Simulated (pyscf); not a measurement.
Thermochemistry of product channels of Na–O–AlH₂ + HCl on the singlet surface, in kJ/mol, from CCSD(T)/def2-TZVPP + ΔMP2(QZVPP) energies (ideal gas, 1 atm, RRHO with modes under 100 cm⁻¹ raised to 100, one conformer, R ln 2 for chiral ones without a mode under 150 cm⁻¹). Single points on ωB97X-D3(BJ)/def2-SVP structures (PySCF, gas phase). Correlated levels are frozen-core, on RHF or UHF. ΔMP2 is the change of the MP2 total energy from the triple- to the quadruple-zeta basis.

```csv
products,ΔE,ΔH(298 K),ΔG(600 K),ΔG(1200 K)
Na–Cl + HO–AlH₂,…,-105.9,-108.3,-109.6
HO–Na + H₂Al–Cl,+9.5,+14.9,+9.8,+4.5
```

**Question.** Complete the blanks.

**Answer.** 
- Na–Cl + HO–AlH₂, ΔE: -113.7

These are energies of the channels, which say nothing of barriers. The CCSD(T) − MP2 part came from Ansatz, without density fitting, on the same reference. The frozen core leaves the outer d or s,p core shells of the metals and heavy elements correlated in the MP2 and CC values, and def2-TZVPP describes them poorly, which can shift differences by a few kcal/mol.
